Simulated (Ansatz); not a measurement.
**SiH3O2 radical: how energies converge with the basis set**

How large a basis does SiH3O2 radical need? Two functionals are run in growing sets.

Method: one geometry, several basis sets; program: Ansatz 0.2.0, Gaussian basis.

Levels to be run: PBE0-D4/def2-SVP; ωB97M-V/def2-SVP; PBE0-D4/def2-QZVPP; ωB97M-V/def2-QZVPP; the functionals' def2-TZVPP values are taken from earlier runs.

## 1. Structure used throughout

An earlier PBE0-D4 in a triple-zeta def2 set relaxation fixed the geometry.

6 atoms, charge 0, spin multiplicity 2.

Atoms are counted from 1 here; the program's logs count them from 0.

Bond lengths: O1–Si2 1.647 Å, Si2–O3 1.632 Å, Si2–H4 1.494 Å, Si2–H5 1.479 Å, O3–H6 0.958 Å. Angles: O1–Si2–O3 117.2°, O1–Si2–H4 98.3°, O1–Si2–H5 110.2°, O3–Si2–H4 112.7°, O3–Si2–H5 105.0°, H4–Si2–H5 113.8°, Si2–O3–H6 119.0°.

## 2. PBE0-D4 in def2-SVP

Input file in.yaml:

```yaml
crystal:
  periodic: [false, false, false]
  atoms:
    - {symbol: O, position_ang: [-1.671919, -0.490266, 0.111163]}
    - {symbol: Si, position_ang: [-0.205533, 0.160445, -0.263419]}
    - {symbol: O, position_ang: [0.949681, 0.110164, 0.888524]}
    - {symbol: H, position_ang: [0.117026, -0.700318, -1.441661]}
    - {symbol: H, position_ang: [-0.353514, 1.594205, -0.593972]}
    - {symbol: H, position_ang: [1.206358, -0.738329, 1.253065]}
basis:
  gaussian: {orbitals: def2-SVP}
magnetization: {spin_polarized: true, initial_magnetization: 1}
hamiltonian: {xc: pbe0, dispersion: d4}
output: {orbitals: {seedname: orbitals}}
```

Further steps of the session: ωB97M-V in def2-SVP; PBE0-D4 in def2-QZVPP; ωB97M-V in def2-QZVPP.

Q: Predict the results of all the runs planned. Wanted: PBE0-D4: double and triple zeta above quadruple; ωB97M-V: double and triple zeta above quadruple.

**Answer**, as computed:

```
                                       quantity          value
PBE0-D4: double and triple zeta above quadruple  8.81, 0.52 eV
ωB97M-V: double and triple zeta above quadruple  8.91, 0.49 eV
```

What this shows: For PBE0-D4 the step from double to triple zeta gains 8.29 eV and the next only 0.52 eV. These are total energies; as a rule much of such shifts cancels in differences, which this series doesn't test.
